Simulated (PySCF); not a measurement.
**Vibration and rotation of SiC⁻**

PBE0 constants of SiC⁻, ²Σ⁺ (doublet), unpaired electrons σ ↑ (Si aug-cc-pV(D+d)Z, C aug-cc-pVDZ; no relativity (PySCF 2.14); masses 27.9769 and 12.0000 u):

- ωe: 1046.5 cm⁻¹
- ωexe: 7.98 cm⁻¹
- Be: 0.71207 cm⁻¹
- αe: 0.00584 cm⁻¹
- D (centrifugal): 1.32e-06 cm⁻¹
- De to Si⁻ + C: 5.05 eV

Task: Give the vibrational terms G(v) and spacings up to v = 3.

Result: G(v) = ωe(v+½) − ωexe(v+½)².

```tsv
v	G(v) (cm⁻¹)	G(v) − G(v−1)	Bv (cm⁻¹)
0	521		0.7091
1	1552	1031	0.7033
2	2566	1015	0.6975
3	3565	999	0.6916
```

Task: How well does the Morse estimate ωe²/(4ωexe) reproduce De, and what is D0?

Result: It gives 4.25 eV, 84 % of the computed De. D0 = De − G(0) = 5.05 − 0.06 = 4.99 eV.

For an ion De counts to the pair picked by the measured ionisation energies or electron affinities, which need not be the lowest pair at this level. The state is the lowest determinant that a PBE0 search found; another state may lie lower at other levels.
